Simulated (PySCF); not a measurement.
AlF + H₂O → HAlO + HF

Level: PBE0 in the def2-TZVP basis family, all electrons, no relativity, computed in PySCF with density fitting; open shells unrestricted.

| species | state and structure | E (Eh) | ZPE (kJ/mol) | H(298 K) − H(0) (kJ/mol) | S° (J/(mol K)) |
| --- | --- | --- | --- | --- | --- |
| AlF | singlet, C∞v, Al–F 1.664 Å | -342.17359 | 4.7 | 8.9 | 215.2 |
| H₂O | singlet, C2v, O–H 0.960 Å (×2); H–O–H 105.1° | -76.37736 | 56.5 | 9.9 | 188.7 |
| HAlO | singlet, C∞v, Al–H 1.568 Å, Al–O 1.594 Å; H–Al–O 180.0° | -318.06818 | 23.7 | 10.2 | 221.0 |
| HF | singlet, C∞v, H–F 0.920 Å | -100.39188 | 24.9 | 8.7 | 173.6 |

Task: What is the electronic reaction energy?

Result: At PBE0/def2-TZVP, ΔE = 238.6 kJ/mol from the differences of the total energies times 2625.5, uphill. Hydrolysis steps of this kind drive oxide growth by atomic layer deposition.

Task: Add zero-point, thermal and entropy terms for 298.15 K and 1 bar.

Result: ΔZPE = -12.6 and Δ[H(298) − H(0)] = 0.1 kJ/mol give ΔH° = 226.1 kJ/mol. ΔS° = -9.3 J/(mol K), so ΔG° = 226.1 − 298.15 × (-0.0093) = 229 kJ/mol.

The structures come from searches over a few start shapes, so lower isomers are not excluded.
